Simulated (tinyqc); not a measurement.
Ways to converge the cycle: SCF convergence aids in the sto-6g basis, for H2O, spin multiplicity 3. Computed by the program tinyqc with PySCF. UHF with one setting changed at a time; a run stops when the energy changes by less than 1e-09 hartree and the error matrix is below 1e-5. The start is random orbitals. Damping d keeps d of the old density; a shift (hartree) raises the virtual levels; DIIS n extrapolates F over n matrices.

Geometry (angstrom):
```
atom       x        y       z
O     0.0000   0.0000  0.0000
H     0.0000   0.8660  0.5910
H     0.0000  -0.8660  0.5910
```

lowest solution found by these runs and by PySCF with stability checks = -75.389133 hartree

Largest element of the error matrix X^T (FDS - SDF) X:
```
iteration    plain  damping 0.3  damping 0.6  shift 0.4   DIIS 3   DIIS 8
1          5.9e+00      5.9e+00      5.9e+00    5.9e+00  5.9e+00  5.9e+00
2          2.4e-01      1.8e+00      3.6e+00    2.9e-01  2.4e-01  2.4e-01
3          5.3e-02      5.6e-01      2.2e+00    1.3e-01  5.1e-02  5.1e-02
4          3.1e-02      1.7e-01      1.3e+00    7.5e-02  3.2e-02  3.2e-02
5          2.7e-02      5.2e-02      7.9e-01    5.7e-02  2.5e-02  2.5e-02
6          2.5e-02      2.6e-02      4.8e-01    4.0e-02  2.1e-02  2.1e-02
8          2.1e-02      2.5e-02      1.7e-01    2.7e-02  8.9e-03  5.1e-03
10         1.8e-02      2.2e-02      6.3e-02    2.4e-02  1.7e-03  9.8e-04
14         1.2e-02      1.7e-02      2.4e-02    1.9e-02  3.3e-04  6.0e-05
20         5.8e-03      1.1e-02      2.0e-02    1.3e-02  1.8e-05        -
30         1.7e-03      5.0e-03      1.3e-02    6.3e-03        -        -
45         2.8e-04      1.5e-03      6.9e-03    2.0e-03        -        -
60         4.6e-05      4.2e-04      3.5e-03    6.2e-04        -        -
```

How each run ends:
```
run          iterations  E (hartree)                                                        state
plain               >60   -75.389133  falls steadily but slowly, by a factor of about 0.89 a step
damping 0.3         >60   -75.389128  falls steadily but slowly, by a factor of about 0.92 a step
damping 0.6         >60   -75.388739  falls steadily but slowly, by a factor of about 0.96 a step
shift 0.4           >60   -75.389112  falls steadily but slowly, by a factor of about 0.92 a step
DIIS 3               23   -75.389133                                                 lowest found
DIIS 8               17   -75.389133                                                 lowest found
```

What does the comparison show, and why?

2 of 6 runs reach the lowest solution found, in 17 to 23 iterations (fastest: DIIS 8). Not converged: plain, damping 0.3, damping 0.6, shift 0.4. DIIS 3 and DIIS 8 gain by cancelling the error over several earlier matrices, much as a quasi-Newton step does.
